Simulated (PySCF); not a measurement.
One ligand Y is varied and pulled off as a radical: Zr(F)3–Y. Isolated molecules, 0 K electronic values unless said otherwise. One relaxed conformer stands for each flexible species; it need not be the lowest. Multiplicities are imposed; where one is given, others were not computed. Strings in code marks are SMILES.

Quantity: electronic energy of homolysis of the metal–ligand bond (relaxed doublet parts, no counterpoise, zero-point or spin–orbit term), in kJ/mol. HF references are unrestricted for open shells and restricted for singlets.

Level 1: B3LYP/6-311+G** (LANL2DZ on Zr) // TPSS-D3(BJ)/def2-SVP (PySCF)
Level 2: BP86/6-31G* (LANL2DZ on Zr) // TPSS-D3(BJ)/def2-SVP (PySCF)
Level 3: PBE/6-31G* (LANL2DZ on Zr) // TPSS-D3(BJ)/def2-SVP (PySCF)
Level 4: frozen-core MP2/6-31G* (LANL2DZ on Zr) // TPSS-D3(BJ)/def2-SVP (PySCF)

```
species           level 2  level 3  level 4
----------------  -------  -------  -------
Cl: [Zr(F)3(Cl)]    479.8    484.4    455.8
F: [Zr(F)4]         668.0    673.8    683.2
```

Question: What does level 1 give for each?

Answer: 
- Cl: [Zr(F)3(Cl)]: 429.6
- F: [Zr(F)4]: 590.7
